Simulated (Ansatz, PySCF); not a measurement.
Potential energy curve for SMILES C#C, singlet. The C1–H4 bond (C1 also carries C; H4 carries nothing else) is varied alone, starting from the PBE0/def2-TZVP optimised geometry.

Methods: UHF/cc-pVTZ (Ansatz, a quantum-chemistry and plane-wave program); RHF/cc-pVTZ (Ansatz); UKS-B3LYP = unrestricted B3LYP/cc-pVTZ (Ansatz); RKS-B3LYP = restricted B3LYP/cc-pVTZ (Ansatz); UKS-PBE = unrestricted PBE/cc-pVTZ (Ansatz); RKS-PBE = restricted PBE/cc-pVTZ (Ansatz); UKS-B3LYP/6-31G* = unrestricted B3LYP/6-31G*, spherical d (PySCF); RKS-B3LYP/6-31G* = restricted B3LYP/6-31G*, spherical d run with PySCF; UKS-M06-2X/6-31G* = unrestricted M06-2X/6-31G*, spherical d (PySCF); RKS-M06-2X/6-31G* = restricted M06-2X/6-31G*, spherical d (PySCF).

Scanned distances (Å): 0.80, 0.86, 0.91, 0.95, 0.99, 1.02, 1.06, 1.10, 1.13, 1.17, 1.24, 1.32, 1.45, 1.61, 1.76, 1.94, 2.12, 2.35, 2.61, 2.93, 3.22, 3.71.

Problem. Where does the unrestricted solution first break spin symmetry (<S²> of 0.01 or more)?

Solution. UHF: between 1.45 and 1.61 Å; UKS-B3LYP: between 1.94 and 2.12 Å; UKS-PBE: between 1.94 and 2.12 Å; UKS-B3LYP/6-31G*: between 1.94 and 2.12 Å; UKS-M06-2X/6-31G*: between 1.94 and 2.12 Å.

```json
[
 {"R / Å": "0.80", "<S²> UHF": "0.00", "E(RHF) − E(UHF) / eV": "0.000", "<S²> UKS-B3LYP": "0.00", "E(RKS-B3LYP) − E(UKS-B3LYP) / eV": "0.000", "<S²> UKS-PBE": "0.00", "E(RKS-PBE) − E(UKS-PBE) / eV": "0.000", "<S²> UKS-B3LYP/6-31G*": "0.00", "E(RKS-B3LYP/6-31G*) − E(UKS-B3LYP/6-31G*) / eV": "0.000", "<S²> UKS-M06-2X/6-31G*": "0.00", "E(RKS-M06-2X/6-31G*) − E(UKS-M06-2X/6-31G*) / eV": "0.000"},
 {"R / Å": "0.86", "<S²> UHF": "0.00", "E(RHF) − E(UHF) / eV": "0.000", "<S²> UKS-B3LYP": "0.00", "E(RKS-B3LYP) − E(UKS-B3LYP) / eV": "0.000", "<S²> UKS-PBE": "0.00", "E(RKS-PBE) − E(UKS-PBE) / eV": "0.000", "<S²> UKS-B3LYP/6-31G*": "0.00", "E(RKS-B3LYP/6-31G*) − E(UKS-B3LYP/6-31G*) / eV": "0.000", "<S²> UKS-M06-2X/6-31G*": "0.00", "E(RKS-M06-2X/6-31G*) − E(UKS-M06-2X/6-31G*) / eV": "0.000"},
 {"R / Å": "0.91", "<S²> UHF": "0.00", "E(RHF) − E(UHF) / eV": "0.000", "<S²> UKS-B3LYP": "0.00", "E(RKS-B3LYP) − E(UKS-B3LYP) / eV": "0.000", "<S²> UKS-PBE": "0.00", "E(RKS-PBE) − E(UKS-PBE) / eV": "0.000", "<S²> UKS-B3LYP/6-31G*": "0.00", "E(RKS-B3LYP/6-31G*) − E(UKS-B3LYP/6-31G*) / eV": "0.000", "<S²> UKS-M06-2X/6-31G*": "0.00", "E(RKS-M06-2X/6-31G*) − E(UKS-M06-2X/6-31G*) / eV": "0.000"},
 {"R / Å": "0.95", "<S²> UHF": "0.00", "E(RHF) − E(UHF) / eV": "0.000", "<S²> UKS-B3LYP": "0.00", "E(RKS-B3LYP) − E(UKS-B3LYP) / eV": "0.000", "<S²> UKS-PBE": "0.00", "E(RKS-PBE) − E(UKS-PBE) / eV": "0.000", "<S²> UKS-B3LYP/6-31G*": "0.00", "E(RKS-B3LYP/6-31G*) − E(UKS-B3LYP/6-31G*) / eV": "0.000", "<S²> UKS-M06-2X/6-31G*": "0.00", "E(RKS-M06-2X/6-31G*) − E(UKS-M06-2X/6-31G*) / eV": "0.000"},
 {"R / Å": "0.99", "<S²> UHF": "0.00", "E(RHF) − E(UHF) / eV": "0.000", "<S²> UKS-B3LYP": "0.00", "E(RKS-B3LYP) − E(UKS-B3LYP) / eV": "0.000", "<S²> UKS-PBE": "0.00", "E(RKS-PBE) − E(UKS-PBE) / eV": "0.000", "<S²> UKS-B3LYP/6-31G*": "0.00", "E(RKS-B3LYP/6-31G*) − E(UKS-B3LYP/6-31G*) / eV": "0.000", "<S²> UKS-M06-2X/6-31G*": "0.00", "E(RKS-M06-2X/6-31G*) − E(UKS-M06-2X/6-31G*) / eV": "0.000"},
 {"R / Å": "1.02", "<S²> UHF": "0.00", "E(RHF) − E(UHF) / eV": "0.000", "<S²> UKS-B3LYP": "0.00", "E(RKS-B3LYP) − E(UKS-B3LYP) / eV": "0.000", "<S²> UKS-PBE": "0.00", "E(RKS-PBE) − E(UKS-PBE) / eV": "0.000", "<S²> UKS-B3LYP/6-31G*": "0.00", "E(RKS-B3LYP/6-31G*) − E(UKS-B3LYP/6-31G*) / eV": "0.000", "<S²> UKS-M06-2X/6-31G*": "0.00", "E(RKS-M06-2X/6-31G*) − E(UKS-M06-2X/6-31G*) / eV": "0.000"},
 {"R / Å": "1.06", "<S²> UHF": "0.00", "E(RHF) − E(UHF) / eV": "0.000", "<S²> UKS-B3LYP": "0.00", "E(RKS-B3LYP) − E(UKS-B3LYP) / eV": "0.000", "<S²> UKS-PBE": "0.00", "E(RKS-PBE) − E(UKS-PBE) / eV": "0.000", "<S²> UKS-B3LYP/6-31G*": "0.00", "E(RKS-B3LYP/6-31G*) − E(UKS-B3LYP/6-31G*) / eV": "0.000", "<S²> UKS-M06-2X/6-31G*": "0.00", "E(RKS-M06-2X/6-31G*) − E(UKS-M06-2X/6-31G*) / eV": "0.000"},
 {"R / Å": "1.10", "<S²> UHF": "0.00", "E(RHF) − E(UHF) / eV": "0.000", "<S²> UKS-B3LYP": "0.00", "E(RKS-B3LYP) − E(UKS-B3LYP) / eV": "0.000", "<S²> UKS-PBE": "0.00", "E(RKS-PBE) − E(UKS-PBE) / eV": "0.000", "<S²> UKS-B3LYP/6-31G*": "0.00", "E(RKS-B3LYP/6-31G*) − E(UKS-B3LYP/6-31G*) / eV": "0.000", "<S²> UKS-M06-2X/6-31G*": "0.00", "E(RKS-M06-2X/6-31G*) − E(UKS-M06-2X/6-31G*) / eV": "0.000"},
 {"R / Å": "1.13", "<S²> UHF": "0.00", "E(RHF) − E(UHF) / eV": "0.000", "<S²> UKS-B3LYP": "0.00", "E(RKS-B3LYP) − E(UKS-B3LYP) / eV": "0.000", "<S²> UKS-PBE": "0.00", "E(RKS-PBE) − E(UKS-PBE) / eV": "0.000", "<S²> UKS-B3LYP/6-31G*": "0.00", "E(RKS-B3LYP/6-31G*) − E(UKS-B3LYP/6-31G*) / eV": "0.000", "<S²> UKS-M06-2X/6-31G*": "0.00", "E(RKS-M06-2X/6-31G*) − E(UKS-M06-2X/6-31G*) / eV": "0.000"},
 {"R / Å": "1.17", "<S²> UHF": "0.00", "E(RHF) − E(UHF) / eV": "0.000", "<S²> UKS-B3LYP": "0.00", "E(RKS-B3LYP) − E(UKS-B3LYP) / eV": "0.000", "<S²> UKS-PBE": "0.00", "E(RKS-PBE) − E(UKS-PBE) / eV": "0.000", "<S²> UKS-B3LYP/6-31G*": "0.00", "E(RKS-B3LYP/6-31G*) − E(UKS-B3LYP/6-31G*) / eV": "0.000", "<S²> UKS-M06-2X/6-31G*": "0.00", "E(RKS-M06-2X/6-31G*) − E(UKS-M06-2X/6-31G*) / eV": "0.000"},
 {"R / Å": "1.24", "<S²> UHF": "0.00", "E(RHF) − E(UHF) / eV": "0.000", "<S²> UKS-B3LYP": "0.00", "E(RKS-B3LYP) − E(UKS-B3LYP) / eV": "0.000", "<S²> UKS-PBE": "0.00", "E(RKS-PBE) − E(UKS-PBE) / eV": "0.000", "<S²> UKS-B3LYP/6-31G*": "0.00", "E(RKS-B3LYP/6-31G*) − E(UKS-B3LYP/6-31G*) / eV": "0.000", "<S²> UKS-M06-2X/6-31G*": "0.00", "E(RKS-M06-2X/6-31G*) − E(UKS-M06-2X/6-31G*) / eV": "0.000"},
 {"R / Å": "1.32", "<S²> UHF": "0.00", "E(RHF) − E(UHF) / eV": "0.000", "<S²> UKS-B3LYP": "0.00", "E(RKS-B3LYP) − E(UKS-B3LYP) / eV": "0.000", "<S²> UKS-PBE": "0.00", "E(RKS-PBE) − E(UKS-PBE) / eV": "0.000", "<S²> UKS-B3LYP/6-31G*": "0.00", "E(RKS-B3LYP/6-31G*) − E(UKS-B3LYP/6-31G*) / eV": "0.000", "<S²> UKS-M06-2X/6-31G*": "0.00", "E(RKS-M06-2X/6-31G*) − E(UKS-M06-2X/6-31G*) / eV": "0.000"},
 {"R / Å": "1.45", "<S²> UHF": "0.00", "E(RHF) − E(UHF) / eV": "0.000", "<S²> UKS-B3LYP": "0.00", "E(RKS-B3LYP) − E(UKS-B3LYP) / eV": "0.000", "<S²> UKS-PBE": "0.00", "E(RKS-PBE) − E(UKS-PBE) / eV": "0.000", "<S²> UKS-B3LYP/6-31G*": "0.00", "E(RKS-B3LYP/6-31G*) − E(UKS-B3LYP/6-31G*) / eV": "0.000", "<S²> UKS-M06-2X/6-31G*": "0.00", "E(RKS-M06-2X/6-31G*) − E(UKS-M06-2X/6-31G*) / eV": "0.000"},
 {"R / Å": "1.61", "<S²> UHF": "0.12", "E(RHF) − E(UHF) / eV": "0.006", "<S²> UKS-B3LYP": "0.00", "E(RKS-B3LYP) − E(UKS-B3LYP) / eV": "0.000", "<S²> UKS-PBE": "0.00", "E(RKS-PBE) − E(UKS-PBE) / eV": "0.000", "<S²> UKS-B3LYP/6-31G*": "0.00", "E(RKS-B3LYP/6-31G*) − E(UKS-B3LYP/6-31G*) / eV": "0.000", "<S²> UKS-M06-2X/6-31G*": "0.00", "E(RKS-M06-2X/6-31G*) − E(UKS-M06-2X/6-31G*) / eV": "0.000"},
 {"R / Å": "1.76", "<S²> UHF": "0.60", "E(RHF) − E(UHF) / eV": "0.226", "<S²> UKS-B3LYP": "0.00", "E(RKS-B3LYP) − E(UKS-B3LYP) / eV": "0.000", "<S²> UKS-PBE": "0.00", "E(RKS-PBE) − E(UKS-PBE) / eV": "0.000", "<S²> UKS-B3LYP/6-31G*": "0.00", "E(RKS-B3LYP/6-31G*) − E(UKS-B3LYP/6-31G*) / eV": "0.000", "<S²> UKS-M06-2X/6-31G*": "0.00", "E(RKS-M06-2X/6-31G*) − E(UKS-M06-2X/6-31G*) / eV": "0.000"},
 {"R / Å": "1.94", "<S²> UHF": "0.93", "E(RHF) − E(UHF) / eV": "0.776", "<S²> UKS-B3LYP": "0.00", "E(RKS-B3LYP) − E(UKS-B3LYP) / eV": "0.000", "<S²> UKS-PBE": "0.00", "E(RKS-PBE) − E(UKS-PBE) / eV": "0.000", "<S²> UKS-B3LYP/6-31G*": "0.00", "E(RKS-B3LYP/6-31G*) − E(UKS-B3LYP/6-31G*) / eV": "0.000", "<S²> UKS-M06-2X/6-31G*": "0.00", "E(RKS-M06-2X/6-31G*) − E(UKS-M06-2X/6-31G*) / eV": "0.000"},
 {"R / Å": "2.12", "<S²> UHF": "1.11", "E(RHF) − E(UHF) / eV": "1.451", "<S²> UKS-B3LYP": "0.30", "E(RKS-B3LYP) − E(UKS-B3LYP) / eV": "0.084", "<S²> UKS-PBE": "0.10", "E(RKS-PBE) − E(UKS-PBE) / eV": "0.005", "<S²> UKS-B3LYP/6-31G*": "0.32", "E(RKS-B3LYP/6-31G*) − E(UKS-B3LYP/6-31G*) / eV": "0.092", "<S²> UKS-M06-2X/6-31G*": "0.38", "E(RKS-M06-2X/6-31G*) − E(UKS-M06-2X/6-31G*) / eV": "0.084"},
 {"R / Å": "2.35", "<S²> UHF": "1.23", "E(RHF) − E(UHF) / eV": "2.323", "<S²> UKS-B3LYP": "0.62", "E(RKS-B3LYP) − E(UKS-B3LYP) / eV": "0.377", "<S²> UKS-PBE": "0.54", "E(RKS-PBE) − E(UKS-PBE) / eV": "0.193", "<S²> UKS-B3LYP/6-31G*": "0.64", "E(RKS-B3LYP/6-31G*) − E(UKS-B3LYP/6-31G*) / eV": "0.401", "<S²> UKS-M06-2X/6-31G*": "0.78", "E(RKS-M06-2X/6-31G*) − E(UKS-M06-2X/6-31G*) / eV": "0.555"},
 {"R / Å": "2.61", "<S²> UHF": "1.30", "E(RHF) − E(UHF) / eV": "3.215", "<S²> UKS-B3LYP": "0.82", "E(RKS-B3LYP) − E(UKS-B3LYP) / eV": "0.788", "<S²> UKS-PBE": "0.78", "E(RKS-PBE) − E(UKS-PBE) / eV": "0.529", "<S²> UKS-B3LYP/6-31G*": "0.83", "E(RKS-B3LYP/6-31G*) − E(UKS-B3LYP/6-31G*) / eV": "0.833", "<S²> UKS-M06-2X/6-31G*": "0.92", "E(RKS-M06-2X/6-31G*) − E(UKS-M06-2X/6-31G*) / eV": "1.188"},
 {"R / Å": "2.93", "<S²> UHF": "1.33", "E(RHF) − E(UHF) / eV": "4.122", "<S²> UKS-B3LYP": "0.93", "E(RKS-B3LYP) − E(UKS-B3LYP) / eV": "1.255", "<S²> UKS-PBE": "0.90", "E(RKS-PBE) − E(UKS-PBE) / eV": "0.918", "<S²> UKS-B3LYP/6-31G*": "0.94", "E(RKS-B3LYP/6-31G*) − E(UKS-B3LYP/6-31G*) / eV": "1.325", "<S²> UKS-M06-2X/6-31G*": "0.98", "E(RKS-M06-2X/6-31G*) − E(UKS-M06-2X/6-31G*) / eV": "1.868"},
 {"R / Å": "3.22", "<S²> UHF": "1.34", "E(RHF) − E(UHF) / eV": "4.774", "<S²> UKS-B3LYP": "0.98", "E(RKS-B3LYP) − E(UKS-B3LYP) / eV": "1.595", "<S²> UKS-PBE": "0.96", "E(RKS-PBE) − E(UKS-PBE) / eV": "1.194", "<S²> UKS-B3LYP/6-31G*": "0.99", "E(RKS-B3LYP/6-31G*) − E(UKS-B3LYP/6-31G*) / eV": "1.683", "<S²> UKS-M06-2X/6-31G*": "1.01", "E(RKS-M06-2X/6-31G*) − E(UKS-M06-2X/6-31G*) / eV": "2.355"},
 {"R / Å": "3.71", "<S²> UHF": "1.35", "E(RHF) − E(UHF) / eV": "5.578", "<S²> UKS-B3LYP": "1.01", "E(RKS-B3LYP) − E(UKS-B3LYP) / eV": "1.993", "<S²> UKS-PBE": "1.00", "E(RKS-PBE) − E(UKS-PBE) / eV": "1.503", "<S²> UKS-B3LYP/6-31G*": "1.02", "E(RKS-B3LYP/6-31G*) − E(UKS-B3LYP/6-31G*) / eV": "2.105", "<S²> UKS-M06-2X/6-31G*": "1.02", "E(RKS-M06-2X/6-31G*) − E(UKS-M06-2X/6-31G*) / eV": "2.927"}
]
```
